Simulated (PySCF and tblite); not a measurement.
Results of a calculation; reference values are marked as such.
Conformers and averaged properties: C4H4O2, numbered as in [O:1]=[C:2]=[CH:3][CH2:4][CH:5]=[O:6]

Geometries PBE0-D3(BJ)/def2-SVP; weights from PBE0-D3(BJ)/pcSseg-1 energies and GFN2-xTB thermal corrections, with symmetry numbers and mirror pairs. Conformers within 2.5 kcal/mol (GFN2-xTB free energy) were kept, 6 at most. GIAO shieldings: PBE0/pcSseg-1. Shifts are against TMS (¹H), TMS (¹³C) at the same level. Codes: tblite and PySCF.

Torsions listed: C2–C3–C4–C5, C3–C4–C5–O6. Of a mirror pair one member is shown.

| conformer | shape | symmetry | E(GFN2, own minimum) kcal/mol | E(DFT) kcal/mol | G(298.15 K) kcal/mol | weight % | dipole D |
| --- | --- | --- | --- | --- | --- | --- | --- |
| 1 | 177°, 0° | Cs | 0.00 | 0.00 | 0.00 | 77.4 | 2.57 |
| 2 | -110°, -133° | C1 (pair) | 0.13 | 0.94 | 0.73 | 22.6 | 1.33 |

Weights (%) against temperature:

| T (K) | 1 | 2 | S(mix) cal/mol/K |
| --- | --- | --- | --- |
| 150 | 95.5 | 4.5 | 0.42 |
| 273.15 | 80.2 | 19.8 | 1.26 |
| 298.15 | 77.4 | 22.6 | 1.38 |
| 400 | 67.9 | 32.1 | 1.69 |
| 800 | 51.0 | 49.0 | 2.05 |

Averaged shifts at 298.15 K. ¹H: 9.59 (H5, 1H), 3.72 (H3, 1H), 3.22 (H4, 2H) ppm. ¹³C: 201.4 (C2), 198.1 (C5), 38.6 (C4), 6.1 (C3) ppm.

Coordinates of conformer 1 (Å):

```xyz
10

O     3.110    0.668    0.843
C     1.991    0.354    0.783
C     0.727   -0.003    0.724
C    -0.183    0.235   -0.441
C    -1.545   -0.360   -0.203
O    -1.872   -0.947    0.792
H     0.314   -0.520    1.598
H     0.189   -0.199   -1.389
H    -0.347    1.307   -0.663
H    -2.265   -0.212   -1.048
```

Coordinates of conformer 2 (Å):

```xyz
10

O     2.966   -0.658   -0.414
C     1.993   -0.074   -0.172
C     0.890    0.590    0.117
C    -0.383   -0.061    0.583
C    -1.476    0.011   -0.463
O    -2.604    0.346   -0.234
H     0.941    1.674   -0.015
H    -0.765    0.398    1.508
H    -0.210   -1.131    0.795
H    -1.143   -0.276   -1.496
```

Shifts are unscaled: against experiment ¹³C can be off by 15 ppm or more and ¹H by 0.8 ppm.

Search and properties took 15 s on 1 thread of AMD EPYC 7B13 (shared host) (rough), launched as `OMP_NUM_THREADS=1 python ens_run.py task.json out`.
